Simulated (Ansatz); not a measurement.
# Rock-salt CaO: Voigt–Reuss–Hill bulk modulus by level of theory

No measured value is used here.

```tsv
level (code)	value (GPa)	cell (Å³/atom)
B3LYP (VWN-RPA form) (Ansatz)	111	14.10
LC-ωPBE (Ansatz)	116	13.83
r²SCAN0 (Ansatz)	122	13.64
r²SCANh (Ansatz)	(withheld)	13.72
Hartree–Fock (Ansatz)	116	14.33
```

Problem. Fill in the missing entries.

Solution. 
- r²SCANh (Ansatz, an electronic-structure program), value (GPa): 119

Each level is taken at its own relaxed cell. Cutoffs differ between the levels. Ansatz's density-functional and Hartree–Fock values are scalar-relativistic unless marked +SOC, with PAW data made under PBE.
